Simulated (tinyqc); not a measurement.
Pariser-Parr-Pople SCF with singles CI, for the molecule C=CC=C (SMILES; centres numbered as the heavy atoms are written), step by step. One step of it, computed by the program tinyqc.

Task: Singles CI, triplets. Over the 4 single excitations with the smallest orbital gaps: A = (e_a - e_i) delta - (ij|ab), with (pq|rs) = sum c_mp c_mq gamma_mn c_nr c_ns.

orbital energies (eV): [-13.438249, -10.387120, -0.802880, 2.248249]

coefficients, order 1C, 2C, 3C, 4C:
```
[[0.406108, 0.578858, 0.578858, -0.406108],
 [0.578858, 0.406108, -0.406108, 0.578858],
 [0.578858, -0.406108, -0.406108, -0.578858],
 [0.406108, -0.578858, 0.578858, 0.406108]]
```

repulsion gamma_rs (eV), order 1C, 2C, 3C, 4C:
```
[[11.130000, 7.551966, 5.239207, 3.669516],
 [7.551966, 11.130000, 7.555018, 5.239207],
 [5.239207, 7.555018, 11.130000, 7.551966],
 [3.669516, 5.239207, 7.551966, 11.130000]]
```

Give: triplet CI matrix; triplet excitation energies.

Result:

triplet CI matrix (eV), order 2>3, 1>3, 2>4, 1>4:
```
[[2.4171, 0.0000, 0.0000, 1.7309],
 [0.0000, 5.3664, 1.7309, 0.0000],
 [0.0000, 1.7309, 5.3664, 0.0000],
 [1.7309, 0.0000, 0.0000, 7.8582]]
```

triplet excitation energies (eV): [1.9131, 3.6355, 7.0973, 8.3621]
